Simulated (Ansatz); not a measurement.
We consider bcc V, described by Hartree–Fock in Ansatz (PAW).

Output (set-up and result lines):

```
WARN output.stress: scf.exx.energy_threshold = 1e-6 eV is looser than the 1e-8 eV advised for a stress under a hybrid functional (1e-8 eV for each atom of the …
Crystal: 1 atoms, lattice volume = 13.899 Å³
Basis set: ecut = 460 eV, 321 PW (Γ), exchange–correlation on 40×40×40 points (8 copies of the dense FFT grid, shifted against one another)
Bands: 11, of which v1, the nominal top of the filled ones, is band 7 counted from 1 (6 counted from 0)
Symmetry: 48 space group operations
Space group: Im-3m (ITA 229), of the structure as read, at distance tolerance 2.4e-5 Å
k-points: 104 of 2744
Functional: x = pbe(κ = 0.804, μ = 0.2195149727645171), c = none, warm-up for x = 0 pbe(κ = 0.804, μ = 0.2195149727645171) + 1 exact, c = none
SCF iter   1: F=—  HF=-2884.459398 eV  |F-HF|=—  |Δ(HF+E_count)|=         —  Δρ=5.51e-3  dr2=2.86e-3
SCF iter   2: F=—  HF=-2884.459476 eV  |F-HF|=—  |Δ(HF+E_count)|=   7.79e-5  Δρ=2.73e-3  dr2=2.92e-4
  ...
SCF 1 converged in 7 iterations: F = -2884.459568 eV  dr2 = 1.66e-11
Crystal: 1 atoms, lattice volume = 13.899 Å³
Initial density: handed on by an earlier stage of this run
Functional: x = 0 pbe(κ = 0.804, μ = 0.2195149727645171) + 1 exact, c = none
  ...
Crystal: 1 atoms, lattice volume = 13.899 Å³
SCF 10 converged in 5 iterations: F = -2879.872639 eV  dr2 = 3.58e-11
Crystal: 1 atoms, lattice volume = 13.899 Å³
SCF 11 converged in 5 iterations: F = -2879.897908 eV  dr2 = 1.38e-11
Crystal: 1 atoms, lattice volume = 13.899 Å³
SCF 12 converged in 5 iterations: F = -2879.903775 eV  dr2 = 1.07e-11
Crystal: 1 atoms, lattice volume = 13.899 Å³
SCF 13 converged in 5 iterations: F = -2879.933399 eV  dr2 = 9.37e-12
Crystal: 1 atoms, lattice volume = 13.899 Å³
SCF 14 converged in 6 iterations: F = -2879.958079 eV  dr2 = 9.58e-11
Crystal: 1 atoms, lattice volume = 13.899 Å³
SCF 15 converged in 5 iterations: F = -2879.961545 eV  dr2 = 6.78e-12
Crystal: 1 atoms, lattice volume = 13.899 Å³
SCF 16 converged in 5 iterations: F = -2879.961732 eV  dr2 = 9.33e-13
Crystal: 1 atoms, lattice volume = 13.899 Å³
Crystal: 1 atoms, lattice volume = 13.899 Å³
SCF 18 converged in 12 iterations: F = -2879.962009 eV  dr2 = 2.49e-12
Crystal: 1 atoms, lattice volume = 13.899 Å³
SCF iter   2: F=—  HF=-2879.962009 eV  |F-HF|=—  |Δ(HF+E_count)|=   3.57e-9  Δρ=2.37e-6  dr2=8.30e-10
SCF iter   3: F=-2879.962009 eV  HF=-2879.962009 eV  |F-HF|=2.64e-11  |Δ(HF+E_count)|=  7.73e-10  Δρ=6.81e-7  dr2=7.17e-11
SCF 19 converged in 3 iterations: F = -2879.962009 eV  dr2 = 7.17e-11
Free energy (F): -2879.962009 eV
Internal energy: -2879.961544 eV  (E = F + TS)
E sigma→0 (E₀):  -2879.961777 eV
Fermi energy:    17.122977 eV
--- Stress (GPa, compression-positive) ---
       -6.100068      -0.000000       0.000000
        0.000000      -6.100068       0.000000
       -0.000000      -0.000000      -6.100068
  P = ⅓ Tr σ = -6.1001 GPa (-61.001 kbar)
```

### Question
Write an input file that could have produced this run (the log leaves some choices open).

### Answer
Several could match; the one computed here: 
Ansatz 0.2 input:
```yaml
crystal:
  lattice:
    - [-1.514617076, 1.514617076, 1.514617076]
    - [1.514617076, -1.514617076, 1.514617076]
    - [1.514617076, 1.514617076, -1.514617076]
  atoms:
    - { symbol: V, position: [0.0, 0.0, 0.0] }
basis:
  ecutwfc: 460
  ecutrho_ratio: 4
  xc_grid: 2
kpoints:
  mp_grid: { grid: [14, 14, 14] }
hamiltonian:
  xc: hf
  dispersion: none
  pseudopotentials: { kind: paw }
scf:
  occupations: { method: fermi_dirac, width: 0.05 }
  convergence: { dr2_threshold: 0.0000000001 }
output:
  forces: false
  stress: true
  eigenvalues: true
```

The cell is one volume of an energy–volume scan, off the minimum.

The PAW data were made under PBE.

Computing time: around 4 core-minutes (rough).

Ansatz is an electronic-structure program.
